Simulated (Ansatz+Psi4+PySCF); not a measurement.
A calculation with Ansatz (development build ahead of 0.2.0).

```yaml
crystal:
  periodic: [false, false, false]
  atoms:
    - { symbol: C, position_ang: [0.0, 0.0, 0.0] }
    - { symbol: H, position_ang: [0.9964, 0.0314, 0.4517] }
    - { symbol: H, position_ang: [-0.7542, 0.1186, 0.7842] }
    - { symbol: H, position_ang: [-0.0955, 0.8206, -0.7178] }
    - { symbol: "N", position_ang: [-0.1877, -1.2417, -0.6628] }
basis:
  gaussian: { orbitals: cc-pVTZ }
magnetization:
  initial_magnetization: 2
hamiltonian:
  xc: hf
correlation:
  method: mp2
  frozen_orbitals: { C: 1, H: 0, "N": 1 }
```

The input is written out in the form of the current development build from the run's settings. Correlation on restricted open-shell orbitals is semicanonical, with singles.

Results

```
Converged                       : yes
Reference energy                : -94.02790 hartree
Correlation energy              : -0.31714 hartree
Total energy                    : -94.34504 hartree
Spin squared of the determinant : 2.000
Stability test                  : minimum among restricted orbitals
```
